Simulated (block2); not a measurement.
# [HO2]− (hydroperoxide(1-)): DMRG/STO-6G

Aim: the vertical ionisation energy of [HO2]− (hydroperoxide(1-)) at DMRG/STO-6G, from 2 runs. 

Program for the calculation: block2 0.5.4.

4 further runs of the same task are left out: 1 that didn't finish, 3 set aside as unsound or not needed.

## Step 1: The structure to begin with

[HO2]− has 3 atoms, charge -1, and is taken as a singlet. As SMILES, `[O-]O`. Geometry: relaxed at GFN2-xTB.

Bond lengths: O1–O2 1.458 Å, O2–H3 0.963 Å. Angles: O1–O2–H3 100.3°.

## Step 2: The energy at DMRG/STO-6G

Input file run_dmrg.py:

```python
import numpy as np
from pyscf import cc, dft, gto, mcscf, mp, scf
from pyblock2._pyscf.ao2mo import integrals as itg
from pyblock2.driver.core import DMRGDriver, SymmetryTypes

geom = """
O     -0.355040     1.013280    -0.080710
O     -0.244450    -0.436620    -0.180910
H      0.599490    -0.576670     0.261620
"""
mol = gto.M(
    atom=geom,
    basis="sto-6g",
    charge=-1,
    verbose=3,
)
print("nao = %d" % (mol.nao))
mf = scf.RHF(mol)
mf.conv_tol = 1e-10
mf.max_cycle = 200
mf.kernel()
if not mf.converged:
    mf = mf.newton().run(mf.mo_coeff, mf.mo_occ)
print(f"SCF energy = {mf.e_tot:.10f}")
ref = mf
pt = mp.MP2(ref, frozen=2).run()
mycc = cc.CCSD(ref, frozen=2)
mycc.max_cycle = 150
mycc.kernel()
print("E(MP2) = %.10f" % (pt.e_tot))
if mycc.converged:
    print("E(CCSD) = %.10f" % (mycc.e_tot))
    print("E(CCSD(T)) = %.10f" % (mycc.e_tot + mycc.ccsd_t()))
    print(f"T1 = {mycc.get_t1_diagnostic():.4f}")
ks = dft.RKS(mol, xc="r2scan").set(conv_tol=1e-9, verbose=3).run()
if ks.converged:
    print("E(r2SCAN) = %.8f" % (ks.e_tot))
ks = dft.RKS(mol, xc="pbe0").set(conv_tol=1e-9, verbose=3).run()
if ks.converged:
    print("E(PBE0) = %.8f" % (ks.e_tot))
ks = dft.RKS(mol, xc="hse06").set(conv_tol=1e-9, verbose=3).run()
if ks.converged:
    print("E(HSE06) = %.8f" % (ks.e_tot))
ks = dft.RKS(mol, xc="blyp").set(conv_tol=1e-9, verbose=3).run()
if ks.converged:
    print(f"E(BLYP) = {ks.e_tot:.8f}")
ks = dft.RKS(mol, xc="camb3lyp").set(conv_tol=1e-9, verbose=3).run()
if ks.converged:
    print(f"E(CAM-B3LYP) = {ks.e_tot:.8f}")
occ_no, mo = mcscf.addons.make_natural_orbitals(mp.MP2(mf, frozen=2).run())
mf.mo_coeff = mo
ncas, n_elec, spin, ecore, h1e, g2e, orb_sym = itg.get_rhf_integrals(mf, ncore=2, ncas=9, pg_symm=False, g2e_symm=1)
drv = DMRGDriver(scratch="./tmp", symm_type=SymmetryTypes.SU2, stack_mem=1500 << 20, n_threads=1)
idx = drv.orbital_reordering(h1e, g2e, method="gaopt")
print("orbital order:", idx.tolist())
h1e = h1e[np.ix_(idx, idx)]
g2e = g2e[np.ix_(idx, idx, idx, idx)]
orb_sym = np.array(orb_sym)[idx]
drv.initialize_system(n_sites=ncas, n_elec=n_elec, spin=spin, orb_sym=orb_sym)
mpo = drv.get_qc_mpo(h1e=h1e, g2e=g2e, ecore=ecore, iprint=1)
occs = np.array([1.9] * 7 + [0.1] * 2)[idx]
mps = drv.get_random_mps(tag="GS", bond_dim=50, nroots=1, occs=occs)
bond_dims = [50] * 3 + [75] * 4 + [100] * 4
noises = [0.0001] * 3 + [0.0001] * 4 + [1e-05] * 4 + [0]
thrds = [1e-09] * 11
e = drv.dmrg(mpo, mps, n_sweeps=17, tol=1e-07, bond_dims=bond_dims, noises=noises, thrds=thrds, iprint=1)
ms, dws, es = drv.get_dmrg_results()
print("discarded weight = %.3e" % (dws[-1]))
print(f"total energy = {e:.10f}")
dm1 = drv.get_1pdm(mps)
print("natural occupations =", np.round(np.linalg.eigvalsh(dm1)[::-1], 5).tolist())
print(f"max block entropy = {max(drv.get_bipartite_entanglement(mps)):.4f}")
ci = mcscf.CASCI(mf, 9, (7, 7))
ci.fix_spin_(ss=0)
ci.fcisolver.conv_tol = 1e-10
ci.fcisolver.max_cycle = 200
ci.kernel()
print(f"FCI energy = {ci.e_tot:.10f}")
```

Command:

```console
$ python run_dmrg.py
```

What it wrote:

```text
nao = 11
converged SCF energy = -149.363397047247
SCF energy = -149.3633970472
[... 8 lines left out ...]
converged SCF energy = -149.994741405786
[... 1 line left out ...]
converged SCF energy = -149.90335550469
[... 1 line left out ...]
converged SCF energy = -149.913223600878
[... 1 line left out ...]
converged SCF energy = -149.988158313242
[... 1 line left out ...]
converged SCF energy = -149.981510715213
[... 4 lines left out ...]
integral symmetrize error =  0.0
integral cutoff error =  0.0
[... 38 lines left out ...]
Sweep =    7 | Direction = backward | Bond dimension =  100 | Noise =  1.00e-05 | Dav threshold =  1.00e-09
Time elapsed =      0.404 | E =    -149.4332360300 | DE = -3.55e-14 | DW = 2.43735e-20

Sweep =    8 | Direction =  forward | Bond dimension =  100 | Noise =  1.00e-05 | Dav threshold =  1.00e-09
Time elapsed =      0.466 | E =    -149.4332360300 | DE = -1.42e-14 | DW = 1.76026e-20

Sweep =    9 | Direction = backward | Bond dimension =  100 | Noise =  1.00e-05 | Dav threshold =  1.00e-09
Time elapsed =      0.525 | E =    -149.4332360300 | DE = 2.13e-14 | DW = 1.42541e-20

Sweep =   10 | Direction =  forward | Bond dimension =  100 | Noise =  1.00e-05 | Dav threshold =  1.00e-09
Time elapsed =      0.586 | E =    -149.4332360300 | DE = 0.00e+00 | DW = 1.67540e-20

Sweep =   11 | Direction = backward | Bond dimension =  100 | Noise =  0.00e+00 | Dav threshold =  1.00e-08
Time elapsed =      0.632 | E =    -149.4332360300 | DE = 0.00e+00 | DW = 1.50512e-20

discarded weight = 1.505e-20
total energy = -149.4332360300
natural occupations = [1.99892, 1.99854, 1.99723, 1.99591, 1.99564, 1.97101, 1.9552, 0.05432, 0.03324]
max block entropy = 0.1532
CASCI E = -149.433236030180  E(CI) = -49.3366807717631  S^2 = 0.0000000
FCI energy = -149.4332360302
```

Wall time 5.7 s (1 thread of Intel Xeon 6975P-C (Granite Rapids), shared host); peak memory 0.26 GiB.

## Step 3: Doublet neutral HO2: the energy at DMRG/STO-6G

Input file dmrg.py:

```python
import numpy as np
from pyscf import cc, dft, gto, mp, scf
from pyblock2._pyscf.ao2mo import integrals as itg
from pyblock2.driver.core import DMRGDriver, SymmetryTypes
from scipy.stats import linregress

geom = """
O     -0.355040     1.013280    -0.080710
O     -0.244450    -0.436620    -0.180910
H      0.599490    -0.576670     0.261620
"""
mol = gto.M(
    atom=geom,
    basis="sto-6g",
    spin=1,
    verbose=3,
    max_memory=2000,
)
print("nao                            = %d" % (mol.nao))
mf = scf.UHF(mol)
mf.conv_tol = 1e-10
mf.max_cycle = 200
mf.kernel()
if not mf.converged:
    mf = mf.newton().run(mf.mo_coeff, mf.mo_occ)
for _ in range(5):
    mo, _, ok, _ = mf.stability(return_status=True)
    if ok:
        break
    mf.kernel(mf.make_rdm1(mo, mf.mo_occ))
print(f"E(HF)                          = {mf.e_tot:.10f}")
print(f"<S^2> of the reference         = {mf.spin_square()[0]:.4f}")
ref = mf
pt = mp.MP2(ref, frozen=2).run()
mycc = cc.CCSD(ref, frozen=2)
mycc.max_cycle = 150
mycc.kernel()
print("E(MP2)                         = %.10f" % (pt.e_tot))
if mycc.converged:
    print(f"E(CCSD)                        = {mycc.e_tot:.10f}")
    print("E(CCSD(T))                     = %.10f" % (mycc.e_tot + mycc.ccsd_t()))
ks = dft.UKS(mol, xc="r2scan").set(conv_tol=1e-9, verbose=3).run(mf.make_rdm1())
if ks.converged:
    print("E(r2SCAN)                      = %.8f" % (ks.e_tot))
ks = dft.UKS(mol, xc="pbe0").set(conv_tol=1e-9, verbose=3).run(mf.make_rdm1())
if ks.converged:
    print("E(PBE0)                        = %.8f" % (ks.e_tot))
ks = dft.UKS(mol, xc="hse06").set(conv_tol=1e-9, verbose=3).run(mf.make_rdm1())
if ks.converged:
    print(f"E(HSE06)                       = {ks.e_tot:.8f}")
ks = dft.UKS(mol, xc="blyp").set(conv_tol=1e-9, verbose=3).run(mf.make_rdm1())
if ks.converged:
    print(f"E(BLYP)                        = {ks.e_tot:.8f}")
ks = dft.UKS(mol, xc="camb3lyp").set(conv_tol=1e-9, verbose=3).run(mf.make_rdm1())
if ks.converged:
    print(f"E(CAM-B3LYP)                   = {ks.e_tot:.8f}")
ncas, n_elec, spin, ecore, h1e, g2e, orb_sym = itg.get_uhf_integrals(mf, ncore=2, ncas=9, pg_symm=False, g2e_symm=8)
driver = DMRGDriver(scratch="./tmp", symm_type=SymmetryTypes.SZ, stack_mem=1500 << 20, n_threads=1)
driver.initialize_system(n_sites=ncas, n_elec=n_elec, spin=spin, orb_sym=orb_sym)
mpo = driver.get_qc_mpo(h1e=h1e, g2e=g2e, ecore=ecore, iprint=0)
ket = driver.get_random_mps(tag="GS", bond_dim=18, nroots=1)
bond_dims = [18] * 4 + [37] * 3 + [75] * 4 + [150] * 2
noises = [0.001] * 4 + [0.0001] * 3 + [0.0001] * 4 + [1e-05] * 2 + [0]
thrds = [1e-08] * 13
e = driver.dmrg(mpo, ket, n_sweeps=19, tol=1e-06, bond_dims=bond_dims, noises=noises, thrds=thrds, iprint=2)
ms, dws, es = driver.get_dmrg_results()
print("DW                             = %.3e" % (dws[-1]))
print("total energy                   = %.10f" % (e))
dm1 = driver.get_1pdm(ket)
print("natural occupations            =", np.round(np.concatenate([np.linalg.eigvalsh(x)[::-1] for x in dm1]), 5).tolist())
print("single-orbital entropies       =", np.round(driver.get_orbital_entropies(ket, orb_type=1), 4).tolist())
print("largest bipartite entropy      = %.4f" % (max(driver.get_bipartite_entanglement(ket))))
ket = driver.adjust_mps(ket, dot=2)[0]
back = [90, 75, 60, 45]
driver.dmrg(mpo, ket, n_sweeps=4 * len(back), tol=0, bond_dims=[m for m in back for _ in range(4)], noises=[0] * (4 * len(back)), thrds=[1e-9] * (4 * len(back)), iprint=1)
ms, dws, es = driver.get_dmrg_results()
ms, dws, es = ms[3::4], dws[3::4], np.array(es)[3::4, 0]
fit = linregress(dws, es)
print("bond dimensions                =", np.round(ms, 1).tolist())
print("discarded weights              =", np.round(dws, 12).tolist())
print("E(M)                           =", np.round(es, 9).tolist())
print(f"extrapolated energy            = {fit.intercept:.8f}")
print("extrapolation error            = %.3e" % (abs(fit.intercept - es.min()) / 5))
```

Command:

```console
$ python dmrg.py
```

What it wrote:

```text
nao                            = 11

[... 67 lines left out ...]
 --> Site =    0-   1 .. Mmps =    4 Ndav =   1 E =   -149.6982876779 Error = 0.00e+00 FLOPS = 1.66e+08 Tdav = 0.00 T = 0.00
[... 50 lines left out ...]
 <-- Site =    7-   8 .. Mmps =    4 Ndav =   1 E =   -149.7002233888 Error = 0.00e+00 FLOPS = 2.53e+08 Tdav = 0.00 T = 0.00
[... 50 lines left out ...]
 --> Site =    0-   1 .. Mmps =    4 Ndav =   1 E =   -149.7029722910 Error = 0.00e+00 FLOPS = 1.32e+09 Tdav = 0.00 T = 0.00
[... 50 lines left out ...]
 <-- Site =    7-   8 .. Mmps =    4 Ndav =   1 E =   -149.7029796794 Error = 0.00e+00 FLOPS = 1.04e+09 Tdav = 0.00 T = 0.00
[... 35 lines left out ...]
 <-- Site =    5-   6 .. Mmps =   53 Ndav =   1 E =   -149.7029819886 Error = 4.34e-22 FLOPS = 3.47e+09 Tdav = 0.00 T = 0.02
 <-- Site =    4-   5 .. Mmps =   94 Ndav =   1 E =   -149.7029819886 Error = 2.36e-20 FLOPS = 5.35e+09 Tdav = 0.00 T = 0.09
 <-- Site =    3-   4 .. Mmps =   99 Ndav =   1 E =   -149.7029819886 Error = 4.33e-20 FLOPS = 5.65e+09 Tdav = 0.00 T = 0.07
 <-- Site =    2-   3 .. Mmps =   58 Ndav =   1 E =   -149.7029819886 Error = 4.02e-20 FLOPS = 4.45e+09 Tdav = 0.00 T = 0.02
 <-- Site =    1-   2 .. Mmps =   25 Ndav =   1 E =   -149.7029819886 Error = 3.73e-20 FLOPS = 1.72e+09 Tdav = 0.00 T = 0.01
 <-- Site =    0-   1 .. Mmps =   11 Ndav =   1 E =   -149.7029819886 Error = 3.38e-21 FLOPS = 2.60e+08 Tdav = 0.00 T = 0.00
[... 9 lines left out ...]
total energy                   = -149.7029819886
[... 37 lines left out ...]
Sweep =   11 | Direction = backward | Bond dimension =   60 | Noise =  0.00e+00 | Dav threshold =  1.00e-09
Time elapsed =      1.965 | E =    -149.7029779792 | DE = -1.88e-10 | DW = 3.93046e-06

Sweep =   12 | Direction =  forward | Bond dimension =   45 | Noise =  0.00e+00 | Dav threshold =  1.00e-09
Time elapsed =      2.088 | E =    -149.7029693943 | DE = 8.58e-06 | DW = 3.77491e-05

Sweep =   13 | Direction = backward | Bond dimension =   45 | Noise =  0.00e+00 | Dav threshold =  1.00e-09
Time elapsed =      2.200 | E =    -149.7029606233 | DE = 8.77e-06 | DW = 3.73015e-05

Sweep =   14 | Direction =  forward | Bond dimension =   45 | Noise =  0.00e+00 | Dav threshold =  1.00e-09
Time elapsed =      2.312 | E =    -149.7029580549 | DE = 2.57e-06 | DW = 3.55171e-05

Sweep =   15 | Direction = backward | Bond dimension =   45 | Noise =  0.00e+00 | Dav threshold =  1.00e-09
Time elapsed =      2.423 | E =    -149.7029580338 | DE = 2.12e-08 | DW = 3.55065e-05

bond dimensions                = [90, 75, 60, 45]
discarded weights              = [0.0, 1.59101e-07, 3.930464e-06, 3.5506516e-05]
E(M)                           = [-149.702981992, -149.702981953, -149.702977979, -149.702958034]
extrapolated energy            = -149.70298159
extrapolation error            = 8.141e-08
```

Run time: 11 s. Hardware: 1 thread of Intel Xeon 6975P-C (Granite Rapids), shared host; peak memory 0.31 GiB.

## Step 4: Results

At DMRG/STO-6G, 2 core orbitals frozen:

```
                                           quantity          value
                   run 1, DMRG/STO-6G: total energy  -149.43324 Eh
 run 1, DMRG/STO-6G: T1 diagnostic of the CCSD step          0.008
                  doublet neutral HO2: total energy  -149.70298 Eh
vertical detachment energy (to the doublet neutral)      -7.340 eV
```

What this shows: The species is unbound against losing an electron at this level, by 7.34 eV (−169 kcal/mol); missing correlation or diffuse functions can give that sign where the real anion is bound. In a minimal basis such a difference can be off by several eV, whatever the method.
